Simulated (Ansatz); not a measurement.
**Cost against result**

Saddle point of C2H7Al, singlet (C₂H₇Al ([CH3][CH2][AlH2]) → C₂H₄ (C=C) + AlH₃; bonds formed: Al1–H4; bonds broken: Al1–C2, C3–H4), PBE0-D4/def2-TZVP structure:

```
10
angstrom
Al -1.2200 -0.3113 0.2020
C 0.5490 0.9095 0.2405
C 0.9720 -0.2609 -0.3800
H -0.2978 -1.4676 -0.5547
H -2.2029 0.3491 -0.8486
H -1.4978 -0.7542 1.6966
H 0.3138 1.7796 -0.3599
H 0.7656 1.0688 1.2894
H 1.5315 -1.0074 0.1710
H 1.0866 -0.3055 -1.4564
```

Barriers are electronic and count from the start structure reached by relaxing down the imaginary mode.

Program: Ansatz 0.2.0. Basis: as named in each row. Cores are frozen in the correlated methods. B3LYP uses VWN-RPA correlation. Extrapolation: Hartree–Fock as exp(−7.88 √X), correlation as X^−2.97.

Times are rough, for one single point on 2 threads of a shared host (AMD EPYC 7R13).

The estimate by CCSD(T) at an estimated basis limit (MP2 extrapolated from triple and quadruple zeta, plus CCSD(T) − MP2 in triple zeta) is 1.390 eV.

| method | basis | time (s) | barrier (eV) | method less estimate |
| --- | --- | --- | --- | --- |
| HF | STO-3G | under 1 | 3.490 | 2.101 |
| PBE-D4 | STO-3G | under 1 | 2.074 | 0.684 |
| SPW92 | def2-SVP | under 1 | 1.045 | -0.345 |
| B3LYP-D4 | 6-31G | under 1 | 1.517 | 0.128 |
| PBE-D4 | def2-SVP | under 1 | 1.140 | -0.249 |
| PBE0-D4 | def2-SVP | under 1 | 1.329 | -0.061 |
| SPW92 | def2-TZVPP | 1 | 1.023 | -0.366 |
| BLYP-D4 | def2-TZVPP | 2 | 1.168 | -0.221 |
| PBE-D4 | def2-TZVPP | 2 | 1.115 | -0.275 |
| CCSD(T) | def2-SVP | 2 | 1.477 | 0.087 |
| BHLYP-D4 | def2-TZVPP | 2 | 1.467 | 0.078 |
| B3LYP-D4 | def2-TZVPP | 3 | 1.295 | -0.094 |
| PBE0-D4 | def2-TZVPP | 3 | 1.278 | -0.112 |
| CAM-B3LYP-D4 | def2-TZVPP | 3 | 1.399 | 0.009 |
| wB97M-V | def2-SVP | 4 | 1.414 | 0.024 |
| r2SCAN-D4 | def2-TZVPP | 4 | 1.150 | -0.240 |
| r2SCAN0-D4 | def2-TZVPP | 4 | 1.286 | -0.104 |
| RPA on PBE | def2-TZVPP | 4 | 1.356 | -0.033 |
| B2PLYP | def2-TZVPP | 5 | 1.371 | -0.018 |
| PBE-QIDH | def2-TZVPP | 6 | 1.420 | 0.030 |
| wB97X-V | def2-TZVPP | 6 | 1.421 | 0.031 |
| B97M-V | def2-TZVPP | 8 | 1.211 | -0.178 |
| wB97M-V | def2-TZVPP | 8 | 1.356 | -0.034 |
| MP2 | def2-QZVPP | 22 | 1.469 | 0.080 |
| CCSD(T) | def2-TZVPP | 39 | 1.389 | -0.001 |

All methods are single points on the PBE0-D4 structures.

No T1 diagnostic of these runs exceeds 0.016.

Such eliminations are a main way in which metal alkyl precursors decompose in metal-organic vapour deposition.

Labels in which every atom is bracketed show which atoms are joined, not bond orders.
